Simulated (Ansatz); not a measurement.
Input file:

```yaml
crystal:
  periodic: [false, false, false]
  atoms:
    - {symbol: B, position_ang: [0.000000, -0.118670, 0.169871]}
    - {symbol: Al, position_ang: [0.000000, -0.060039, -1.949504]}
    - {symbol: H, position_ang: [0.000000, 0.178709, 1.779633]}
basis:
  gaussian: {orbitals: 6-31G}
magnetization: {spin_polarized: false, initial_magnetization: 1}
correlation: {method: ccsdtq, electrons: outside_noble_gas}
```

```sh
$ ansatz run in.yaml --threads 1 --pin off --events-out ev --progress --plain --max-ram 2393MiB
```

Log:

```
496 factors; integrals over basis functions are off by at most 2.0e-7 eV
mean field evaluation 1: about -7263.9096 eV, gradient 8.2e0 eV
mean field evaluation 2: about -7263.9106 eV, gradient 8.2e0 eV
mean field evaluation 4: about -7264.7405 eV, gradient 1.7e0 eV
mean field evaluation 8: about -7264.8278 eV, gradient 8.3e-2 eV
mean field evaluation 16: about -7264.8294 eV, gradient 5.9e-2 eV
mean field evaluation 32: about -7264.8437 eV, gradient 2.3e-6 eV
mean field evaluation 64: about -7263.3614 eV, gradient 2.3e0 eV
mean field evaluation 96: about -7264.8345 eV, gradient 2.8e-1 eV
mean field evaluation 128: about -7264.8280 eV, gradient 1.3e-3 eV
mean field evaluation 160: about -7260.1814 eV, gradient 3.1e-2 eV
...
cycle  27  -2.86164986 eV  change    3.5e-6 eV  update   1.3e-5
cycle  28  -2.86164584 eV  change    4.0e-6 eV  update   9.1e-6
cycle  29  -2.86164586 eV  change   -1.4e-8 eV  update   6.5e-6
cycle  30  -2.86164871 eV  change   -2.9e-6 eV  update   4.3e-6
cycle  31  -2.86165165 eV  change   -2.9e-6 eV  update   3.2e-6
cycle  32  -2.86165213 eV  change   -4.8e-7 eV  update   2.4e-6
cycle  33  -2.86165191 eV  change    2.2e-7 eV  update   1.8e-6
cycle  34  -2.86165125 eV  change    6.7e-7 eV  update   1.3e-6
cycle  35  -2.86165140 eV  change   -1.6e-7 eV  update   9.2e-7
cycle  36  -2.86165185 eV  change   -4.4e-7 eV  update   6.8e-7
Total energy: -7267.68964677 eV, -267.0826683017 hartree
```

For the same geometry and basis full CI lies 0.3 meV lower.

Ran on 1 thread of Arm Neoverse N1, shared host: 41 s wall, 0.17 GiB peak host memory.
